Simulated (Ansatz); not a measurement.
## [H···H···F], doublet: the ladder up to full CI

Geometry: a point of a hydrogen-transfer path between rigid fragments, not a stationary point.

```xyz
3

H     0.0000    0.0000   -0.9550
H     0.0000    0.0000    0.0090
F     0.0000    0.0000    0.9460
```

Basis 6-31G; Ansatz 0.2.0. Correlated methods freeze the noble-gas cores, which leaves 9 electrons in 12 orbitals. Prefix R: restricted or restricted open-shell reference; prefix U: unrestricted. Active spaces: pair = (3e, 3o) about the gap; valence = (9e, 6o) chosen from the atoms' valence shells.

Full CI is exact within this basis and frozen core; it isn't the basis-set limit. The frozen core follows each run's orbitals, which can shift R against U totals by a few meV.

For open shells CISD and CISDTQ are restricted-active-space CI with the open shells as a complete middle space.

```
UHF ⟨S²⟩                          : 0.761
T1 diagnostic (RCCSD)             : 0.0173
largest doubles amplitude (RCCSD) : 0.047
T1 diagnostic (UCCSD)             : 0.0090
```

```
                   level  E − E(full CI) (kcal/mol)  share of correlation (%)  wall time
                     RHF                      86.90                      0.00          –
                     UHF                      84.45                      2.82          –
                    RMP2                       3.07                     96.47          –
                    UMP2                       3.40                     96.09          –
                    CISD                       3.75                     95.69     0.12 s
                   RCCSD                       0.82                     99.06          –
                   UCCSD                       0.78                     99.10          –
                RCCSD(T)                       0.31                     99.64     0.18 s
                UCCSD(T)                       0.29                     99.67     0.15 s
                 BCCD(T)                       0.28                     99.68     0.21 s
                  RCCSDT                       0.23                     99.74          –
                  UCCSDT                       0.22                     99.74          –
                  CISDTQ                       0.08                     99.91     0.54 s
               RCCSDT(Q)                      -0.01                    100.01      1.6 s
               UCCSDT(Q)                      -0.01                    100.01      1.4 s
                 RCCSDTQ                       0.01                     99.99       12 s
                 UCCSDTQ                       0.01                     99.99       11 s
     CASSCF (pair space)                      70.05                     19.39          –
     NEVPT2 (pair space)                       1.07                     98.77     0.09 s
     MRCISD (pair space)                       2.89                     96.68          –
   MRCISD+Q (pair space)                       1.14                     98.68     0.15 s
  CASSCF (valence space)                      68.98                     20.63          –
  NEVPT2 (valence space)                       7.88                     90.94     0.09 s
  MRCISD (valence space)                       2.75                     96.84          –
MRCISD+Q (valence space)                       1.06                     98.77      0.3 s
```

The correlation energy at full CI, counted from RHF, is -3.768 eV. That run took 0.75 s on 1 thread of Intel Xeon 6975P-C, shared host over 97,616 determinants.

Times hold each run's SCF and search for its determinant on a shared host, so for small cases they say little of a method's own cost; they ran on 1 thread of Intel Xeon 6975P-C.

The full-CI state has the irrep A1 of C2v, in the program's axes (one component, if the state is degenerate).

Natural occupations of full CI about the gap: 1.991 1.984 1.984 1.970 1.002 0.024 0.015 0.015 0.009 0.002; effectively unpaired electrons, Σ n²(2−n)², 1.01.
